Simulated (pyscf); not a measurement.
PySCF, gas phase, ωB97X-D3(BJ)/def2-SVP geometries. Correlated levels are frozen-core, on RHF or UHF. ΔMP2 is the change of the MP2 total energy from the triple- to the quadruple-zeta basis.

How much does it cost (ΔH, 298 K, CCSD(T)/def2-TZVPP + ΔMP2(QZVPP)) to split HO–Mg–OH (SMILES [OH][Mg][OH]) at its H–O bond into •O–Mg–OH + H•?

H–O to •O–Mg–OH + H•: 122.4 kcal/mol. The radicals are drawn with the spin at the cut bond; how far it spreads was not checked. Other isomers of •O–Mg–OH were not searched in full and may lie lower. The CCSD(T) − MP2 part came from Ansatz, without density fitting, on the same reference. The frozen core leaves the outer d or s,p core shells of the metals and heavy elements correlated in the MP2 and CC values, and def2-TZVPP describes them poorly, which can shift differences by a few kcal/mol. The term symbol of open-shell •O–Mg–OH was not checked; spin-orbit terms are left out.
